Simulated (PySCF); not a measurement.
Mapped SMILES: `[CH3:1][S@@:2](=[O:3])[CH:4]=[S:5]`. Each H is labelled by its parent atom.

Computational details: σ from GIAO-PBE0/pcSseg-1, geometry: PBE0-D3(BJ)/def2-SVP, in PySCF (a single conformation, averaged over atoms made equivalent by symmetry, fast rotation or ring inversion, non-relativistic, no solvent model).

References, each an isolated molecule treated in the same way: ¹³C (σref 184.41) and ¹H (σref 31.27) vs TMS; CS2 for ³³S (σref 495.66); ¹⁷O (σref 334.56) vs H2O.

```json
{"atoms": "S5", "nucleus": "³³S", "count": "1", "δ (ppm)": "1155"}
{"atoms": "C4", "nucleus": "¹³C", "count": "1", "δ (ppm)": "293.0"}
{"atoms": "O3", "nucleus": "¹⁷O", "count": "1", "δ (ppm)": "114.3"}
{"atoms": "S2", "nucleus": "³³S", "count": "1", "δ (ppm)": "418"}
{"atoms": "H(C4)", "nucleus": "¹H", "count": "1", "δ (ppm)": "?"}
{"atoms": "H(C1)", "nucleus": "¹H", "count": "3", "δ (ppm)": "2.77"}
{"atoms": "C1", "nucleus": "¹³C", "count": "1", "δ (ppm)": "?"}
```

Question: Estimate the values marked ?.

Answer: 
- C1: 45.9 ppm, methyl carbon bonded to S
- H(C4): 12.83 ppm, hydrogen on a thiocarbonyl carbon

Shifts are as computed. Against solution values, carbons near 30 ppm lie about +2 ppm off and those near 130 ppm about +5 ppm. Of 1211 compounds with measured shifts, 218 miss one by over three times the rms of a fit or turn the order of signals round; such compounds aren't used in these exercises. Experimental scales use liquid or dissolved standards, which lie at an offset from isolated H2O (liquid H2O: subtract about 36 ppm).
